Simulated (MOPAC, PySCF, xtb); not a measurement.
Energy landscape of AlF₃, singlet: umbrella (inversion) coordinate, bond length relaxed. Scanned: angle between the Al-F bonds and the threefold axis (90 = planar). Other coordinates (Al-F bond length) were minimised at B3LYP/def2-TZVP.

Methods: GFN1-xTB (xtb); PM6, restricted, heats of formation (MOPAC); RHF/6-31G* = restricted Hartree-Fock/6-31G*, spherical d in PySCF 2.14.0; CCSD(T) on RHF/cc-pVDZ, 8 core orbitals frozen (PySCF).

Energies relative to the lowest point of each profile, in kcal/mol; the last columns give the difference from CCSD(T):

```tsv
a / °	GFN1-xTB	PM6	RHF/6-31G*	CCSD(T)	GFN1-xTB − CCSD(T)	PM6 − CCSD(T)	RHF/6-31G* − CCSD(T)
90	0.0	0.0	0.0	0.0	0.0	0.0	0.0
93	0.2	0.5	0.6	0.5	-0.3	0.0	0.1
96	0.6	1.9	2.3	2.0	-1.4	-0.1	0.3
99	1.4	4.2	5.1	4.6	-3.2	-0.4	0.5
102	2.6	7.4	9.1	8.3	-5.6	-0.8	0.9
105	4.3	11.7	14.4	13.0	-8.8	-1.3	1.4
108	6.4	16.9	21.1	18.9	-12.5	-2.0	2.2
111	9.1	23.2	29.2	26.1	-17.0	-2.9	3.1
114	12.6	30.6	38.9	34.7	-22.1	-4.1	4.2
117	16.9	39.1	50.4	44.8	-27.8	-5.7	5.6
120	22.4	48.7	63.9	56.5	-34.1	-7.7	7.4
123	29.3	59.7	79.8	70.1	-40.8	-10.4	9.7
126	37.9	72.1	98.5	85.8	-47.9	-13.7	12.7
129	48.8	86.4	120.6	104.2	-55.4	-17.8	16.4
132	62.5	103.6	146.9	125.6	-63.1	-22.0	21.4
```

GFN1-xTB is furthest from CCSD(T) at 132 (-63.1 kcal/mol, below); its mean absolute difference over the points is 22.7 kcal/mol.

PM6 is furthest from CCSD(T) at 132 (-22.0 kcal/mol, below); its mean absolute difference over the points is 5.9 kcal/mol.

RHF/6-31G* is furthest from CCSD(T) at 132 (21.4 kcal/mol, above); its mean absolute difference over the points is 5.7 kcal/mol.
